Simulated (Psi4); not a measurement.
Reaction (SMILES): O=CO + 3 [H][H] (H2) → C (CH4) + 2 O (H2O)
B3LYP-D3(BJ)/def2-TZVP geometries, fixed; electronic energies without zero-point terms.

Effect of the grid (radial, spherical points) at PBE/def2-TZVP with Psi4, against the last row, where the energy of full hydrogenation is -46.02 kcal/mol. Species with rotatable bonds are taken in one conformer. Cost is core time over that of grid: 35, 110, rough, on shared machines of one kind.

| setting | grid points, largest species | largest shift of a total energy (mEh) | shift of the energy of full hydrogenation (kcal/mol) | cost |
|---|---|---|---|---|
| grid: 35, 110 | 18948 | 0.110 | -0.082 | 1× |
| grid: 50, 194 | 47511 | 0.013 | -0.011 | 1× |
| grid: 75, 302 | 109146 | 0.002 | 0.000 | 2× |
| grid: 99, 590 | 280501 | 0.000 | 0.000 | 3× |
| grid: 150, 974 | 697133 | 0.000 | 0.000 | 4× |

Within 0.02 kcal/mol in the energy of full hydrogenation: grid: 50, 194; grid: 75, 302; grid: 99, 590. The largest shift is 0.110 mEh in a total energy and 0.082 kcal/mol in the difference.
